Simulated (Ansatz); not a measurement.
Results of PBE (plane waves, PAW; Ansatz, a first-principles code) for chalcopyrite CuGaSe₂.

Numerical settings: plane-wave cutoff 520 eV, 8×8×8 k mesh, Fermi–Dirac smearing 0.01 eV, no spin polarisation, scalar-relativistic PAW data made under PBE.

Computed at the level's own relaxed cell.

**Question.** Estimate the bulk modulus, lattice parameter c and pressure derivative B′ of the bulk modulus that the calculation returns.

**Answer.** 
* **bulk modulus**: 60.0 GPa
* **lattice parameter c**: 11.259 Å
* **pressure derivative B′ of the bulk modulus**: 4.9

The run finds no gap.

Measured, for comparison: lattice parameter c 11.026 Å (293 K, not corrected to a static lattice; as tabulated in Souilah et al., J. Solid State Chem. 183, 2274 (2010), by the Crystallography …). Computed (rounded) less measured: lattice parameter c +2.1 %.

Note: the gap of the solid is closed in this run; this level leaves the solid without a gap, although one is measured; the bulk modulus comes from volumes at which shape and atoms were relaxed.

Computed values are for the static lattice.

Cost on a shared machine: around 40 core-minutes (rough).
